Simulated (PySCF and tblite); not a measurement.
The numbers below are computed, except where a source is named.
Molecule: cyclopropylmethylamine, C₄H₉N, numbered as in [NH2:1][CH2:2][CH:3]1[CH2:4][CH2:5]1; H named by carrier, a and b as here (out-of-plane angle 14°, Å):

```
N1       2.070   -0.052    0.307
C2       0.838   -0.761    0.115
C3      -0.182    0.138   -0.550
C4      -1.641   -0.192   -0.470
C5      -1.096    0.979    0.289
H1a      2.037    0.841    0.757
H1b      2.934   -0.553    0.339
H2a      1.043   -1.622   -0.530
H2b      0.406   -1.149    1.059
H3       0.181    0.575   -1.471
H4a     -2.261   -0.004   -1.334
H4b     -1.932   -1.068    0.089
H5a     -1.023    0.895    1.363
H5b     -1.343    1.973   -0.051
```

The mean out-of-plane torsion at N1 (0° is planar) is held and the rest relaxed at GFN2-xTB. Energies: PBE0/pcSseg-1 + D3(BJ). Couplings: B3LYP/6-31G* with H pcJ-1 N pcJ-1, gas phase, for ¹H, ¹⁵N. (tblite 0.8, PySCF 2.14.)

One held structure gave ¹J(N1,H1b) = -79.4, ¹J(N1,H1a) = -79.0, ²J(H1a,H1b) = -0.7, ³J(H1b,H2b) = 0.1, ³J(H1a,H2b) = 1.3, ³J(H1a,H2a) = 16.1, ²J(N1,H2a) = -2.8, ³J(H1b,H2a) = 3.2 Hz.

Task: At which out-of-plane angle was it held?
A. -14°
B. -27°
C. -44°
D. 0°
E. 26°
F. -36°
G. 44°
H. 36°
I. 14°

Result: E. It lies 1.60 kcal/mol above the lowest point.
